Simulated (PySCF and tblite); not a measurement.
The numbers below are computed, except where a source is named.
C4H8O, numbered as in [CH2:1]=[C:2]([CH3:3])[CH2:4][OH:5].

Free energies: CAM-B3LYP-D3(BJ)/def2-TZVP (IEF-PCM, chloroform) on GFN2-xTB structures plus GFN2-xTB thermal terms, symmetry and mirror images included. Conformers within 2.5 kcal/mol (GFN2-xTB free energy) were kept, 6 at most. Of two unlike H on one atom, a is the less shielded (B97-2/pcSseg-1 (IEF-PCM, chloroform)). Programs: PySCF with density fitting and tblite.

An NOE distance is ⟨r⁻⁶⟩^(−1/6) over all pairs of like atoms and, for the average, over conformers.

Torsions listed: C3–C2–C4–O5, C2–C4–O5–H5. Of a mirror pair one member is shown.

```
conformer       shape  weight %
        1  -172°, 55°      52.7
        2  -63°, -58°      26.3
        3  180°, 180°      12.8
        4   56°, 178°       8.2
```

(1) Which H–H contacts under 3.5 Å would NOEs report (pairs on one atom left out) at 298.15 K?

(2) In a model where alignment follows shape alone (order matrix 0.002 × (3G/tr G − 1)/2, G the second moments of the atom positions; splitting J + 2D), what are the one-bond C–H dipolar couplings D?

The minima are those of GFN2-xTB; planar forms about aryl–S or allylic bonds may be saddles in DFT.

Answers

(1) 
```csv
pair,in 1 (Å),in 2 (Å),in 3 (Å),in 4 (Å),average (Å)
H4 ··· H5,2.52,2.51,2.31,2.32,2.47
H1a ··· H5,2.29,3.50,3.30,4.37,2.52
H1b ··· H3,2.79,2.82,2.80,2.81,2.80
H1a ··· H4,3.47,2.62,3.47,2.60,2.97
H3 ··· H4,2.91,3.20,2.90,3.24,2.99
```

Longer pairs under the limit may be missing.

(2) H1b -10.6 Hz (-9.7 in conformer 1), H1a -11.2 Hz (-14.0 in conformer 1), H3 3.2 Hz (4.2 in conformer 1), H4 7.7 Hz (10.3 in conformer 1).
